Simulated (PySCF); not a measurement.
Species: C₅H₉N.
Atom-mapped SMILES: `[CH2:1]=[CH:2]/[C:3]([CH3:4])=[N:5]/[CH3:6]` (hydrogens: H7, H8 on C1; H9 on C2; H10, H11, H12 on C4; H13, H14, H15 on C6)

Computed by this run: PySCF 2.14.0, B3LYP/6-31+G* geometry optimisation, gas phase; density fitting, grid level 1; the optimiser is geomeTRIC in internal coordinates, started from a GFN2-xTB structure.

Geometry at step 0:
```
atom  x, y, z in Å
C1      2.5325    0.2598    0.2565
C2      1.5411   -0.3877   -0.3423
C3      0.1115   -0.1430   -0.1636
C4     -0.3463    1.0893    0.5712
N5     -0.6552   -1.0333   -0.6450
C6     -2.0796   -0.9586   -0.5163
H7      2.3730    1.0680    0.9508
H8      3.5605   -0.0084    0.0805
H9      1.7516   -1.2122   -1.0092
H10     0.4109    1.8661    0.5492
H11    -1.2592    1.4758    0.1214
H12    -0.5630    0.8358    1.6094
H13    -2.4018   -0.7825    0.5153
H14    -2.4878   -0.1549   -1.1378
H15    -2.4926   -1.9062   -0.8621
```

Q: What forces act on the atoms?

A: 
| atom | Fx (eV/Å) | Fy (eV/Å) | Fz (eV/Å) |
| --- | --- | --- | --- |
| C1 | 0.479 | 0.300 | 0.222 |
| C2 | -0.122 | -0.302 | -0.279 |
| C3 | 0.254 | 0.477 | 0.223 |
| C4 | -0.096 | -0.117 | -0.058 |
| N5 | 0.059 | -0.849 | -0.567 |
| C6 | -0.215 | -0.022 | 0.059 |
| H7 | -0.065 | 0.289 | 0.212 |
| H8 | 0.345 | -0.121 | -0.059 |
| H9 | 0.079 | -0.213 | -0.140 |
| H10 | 0.102 | 0.230 | 0.062 |
| H11 | -0.182 | 0.153 | -0.013 |
| H12 | -0.074 | 0.074 | 0.293 |
| H13 | -0.151 | 0.013 | 0.171 |
| H14 | -0.165 | 0.133 | -0.123 |
| H15 | -0.247 | -0.044 | -0.004 |

The largest, 1.02 eV/Å, acts on N5; the rms over all components is 0.247 eV/Å. The forces sum to zero within rounding, as they must for an isolated molecule in no field.

Q: Give the force on N5 in Eh/bohr and in nN.

A: 1.023 eV/Å ÷ 51.422 = 0.01989 Eh/bohr, and 1.023 eV/Å × 1.602 = 1.64 nN.

Q: How far is this geometry from the end of the optimisation?

A: 0.063 eV above it, and 0.097 Å rms away after alignment. The bonds farthest from their final lengths, with half the difference of the two atoms' forces along the bond (positive lengthens):

```
 bond  now (Å)  final (Å)  force along bond (eV/Å)
N5–C6    1.432      1.456                    +0.19
C3=N5    1.270      1.287                    +0.67
C2–C3    1.461      1.477                    -0.09
C1=C2    1.327      1.342                    +0.48
C3–C4    1.506      1.518                    -0.26
C1–H8    1.077      1.087                    +0.01
```

The angle farthest from its final value is C3–N5–C6, 122.0° against 119.8°.

Of the 6 listed bonds off by 0.010 Å or more, this force points towards the final length in 4.

What follows is the cost of the whole optimisation. On Intel Xeon Platinum 8488C, one thread, no GPU, shared host with 192 logical CPUs at a one-minute load of 130, this took 42 s wall and 0.54 GiB of memory at its peak.
